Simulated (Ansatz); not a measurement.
Consider the hydrogenolysis of a C–Cl bond: `C/C(Cl)=C/CF` + H₂ → `C/C=C/CF` + HCl.

Computed with Ansatz on PBE0-D4/def2-TZVP structures; ΔE is electronic, products minus reactants. CBS: MP2 limit from def2 TZ/QZ plus the TZ coupled-cluster correction, frozen cores. This one scheme is used for every species. Double bonds are as drawn, so ΔE can hold a change between cis and trans. DFT in def2-TZVPP. One conformer a species, not always the lowest.

```
             level  ΔE (kcal/mol)  difference from CCSD(T)/CBS
       LDA (SPW92)          -13.7                          2.6
          BHLYP-D4          -18.0                         -1.7
      CAM-B3LYP-D4          -17.3                         -1.0
            revPBE          -16.0                          0.3
              PBE0          -17.1                         -0.8
           r2SCANh          -15.9                          0.4
           LC-ωPBE          -18.1                         -1.8
     CCSD/def2-SVP          -20.1                         -3.8
   CCSD/def2-TZVPP          -18.9                         -2.6
SCS-MP2/def2-QZVPP          -15.9                          0.4
       CCSD(T)/CBS          -16.3                            0
```

Largest T1 diagnostic among the species: 0.010.

From BLYP to BHLYP (50 % exact exchange), in def2-TZVPP and without D4, ΔE moves by −3.1 kcal/mol. In def2-TZVPP, CCSD(T) changes the Hartree–Fock value by +6.1 kcal/mol (the triples alone add +1.8 kcal/mol) and MP2 by +8.3 kcal/mol.
